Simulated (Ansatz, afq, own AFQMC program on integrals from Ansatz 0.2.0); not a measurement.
AFQMC on a folder of integrals that Ansatz 0.2.0 wrote.

```yaml
crystal:
  periodic: [false, false, false]
  atoms:
    - {symbol: B, position_ang: [0.000000, 0.000000, 0.000000]}
    - {symbol: H, position_ang: [0.414685, 0.812495, 0.810653]}
    - {symbol: H, position_ang: [-0.424327, -0.807694, 0.810461]}
    - {symbol: H, position_ang: [-0.412812, 0.808646, -0.815443]}
    - {symbol: H, position_ang: [0.422454, -0.813448, -0.805671]}
basis:
  gaussian: {orbitals: 6-31G}
magnetization: {spin_polarized: true, initial_magnetization: 1}
correlation: {method: ccsd_t, electrons: outside_noble_gas, hamiltonian_folder: ham}
```

```sh
$ ansatz run in.yaml --threads 1 --pin off --events-out ev --progress --plain --max-ram 1843MiB
```

Options of the walk:

```
--method phaseless --trial cisd --walkers 200 --populations 1 --least-time 40 --time-step 0.005 --steps-per-block 50 --equilibration-blocks 28 --max-blocks 300 --target-error 0.00032 --factor-cut 1e-05 --start spin_pure --seed 8414 --release-times 0.24,0.51,0.99,1.62,2.4 --release-step 0.03 --release-every 4 --taylor-order 6
```

Times are imaginary, in 1/Eh. The walk had a cap of 521 s.

```
orbitals 16  electrons 4 3  factors 112 of 254
reference energy -26.85233997 Eh
CCSD correlation -0.09285437 Eh in 10 cycles, weight of the determinant in the CISD state 0.9393
energy of the start -26.945029 Eh
 block  time / (1/Eh)  mean weight  energy / Eh
     1     0.250  1.0000  -26.944640
     2     0.500  1.0002  -26.944926
     3     0.750  1.0000  -26.945705
     4     1.000  0.9996  -26.945847
     5     1.250  1.0002  -26.945724
     7     1.750  1.0006  -26.946501
     9     2.250  1.0000  -26.947071
    13     3.250  0.9997  -26.947200
    21     5.250  1.0001  -26.946713
    29     7.250  1.0003  -26.947583
    37     9.250  1.0000  -26.947343
    45    11.250  0.9999  -26.947133
    53    13.250  1.0004  -26.946672
    61    15.250  1.0005  -26.945969
    69    17.250  1.0000  -26.947419
    77    19.250  1.0001  -26.947428
    85    21.250  1.0000  -26.946545
    93    23.250  1.0005  -26.946945
   101    25.250  0.9998  -26.947426
   109    27.250  0.9992  -26.946495
   117    29.250  1.0012  -26.948811
   125    31.250  1.0001  -26.948318
   133    33.250  1.0001  -26.946630
   141    35.250  1.0004  -26.948171
   149    37.250  0.9997  -26.947046
   157    39.250  1.0007  -26.946834
   165    41.250  1.0005  -26.947178
   173    43.250  0.9996  -26.947981
   181    45.250  0.9998  -26.946558
   185    46.250  1.0001  -26.946576
blocks merged  error / Eh  count
     1  0.000048  160
     2  0.000060  80
     4  0.000071  40
     8  0.000075  20
    16  0.000069  10
released: time / (1/Eh)  energy / Eh  error  mean overlap
  0.24  -26.947288  0.000078  0.9950
  0.51  -26.947301  0.000059  0.9956
  0.99  -26.947369  0.000069  0.9928
  1.62  -26.947394  0.000076  0.9975
  2.40  -26.947266  0.000068  1.0021
energy -26.947250 +/- 0.000075 Eh
(rows thinned)
```

(1) Estimate how long the walk took on 1 thread of Intel(R) Xeon(R) 6975P-C (Granite Rapids) (shared host).

The run passed its tests (sampling time, drift between the halves within three errors, error under three times the target), which doesn't prove that it has relaxed.

Against this walk (error 2.0 meV) on the same determinant: CCSD(T) 12.0 meV higher, CCSDT(Q) 3.9 meV lower (within the noise), CCSDTQ 4.2 meV lower, full CI 4.3 meV lower. The error is statistical and leaves out the bias of the constraint. Released to 2.40 1/Eh the energy moves by 0 ± 3 meV (both errors), within twice the noise.

Cautions: constraint bias not in the error.

Answers

(1) 79 s of wall time.

CCSDT and higher add their correlation energy to the determinant of the CCSD(T) run, since their own runs factorise the integrals more tightly (a shift of under 2 meV). A walk keeps the symmetry of its determinant, which the program's search chose and which needn't be the lowest solution, so a lower state of the same spin and another symmetry isn't excluded.
